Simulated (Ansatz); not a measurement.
Basis-set extrapolation for `N[B]O` radical (PBE0-D4/def2-TZVP geometry, frozen core, Ansatz 0.2.0). Multiplicity 2, UHF reference.

|  | def2-TZVPP | def2-QZVPP |
| --- | --- | --- |
| HF | -155.851236 | -155.859029 |
| MP2 correlation | -0.528121 | -0.568773 |
| CCSD(T) correlation | -0.563662 | -0.601259 |

Energies in hartree. Use E(X) = E(∞) + A·exp(−7.88·√X) for Hartree–Fock and E(X) = E(∞) + B·X^(−2.97) for correlation, with X = 3 and 4.

Task: What is the CCSD(T) energy at the basis-set limit?

Result: HF limit: -155.859029 + (-0.007793) × 0.13774 = -155.86010. Correlation limit: -0.601259 + (-0.037597) × 0.74074 = -0.62911. Total: -156.48921 hartree, 195.1 kJ/mol below CCSD(T)/def2-TZVPP.
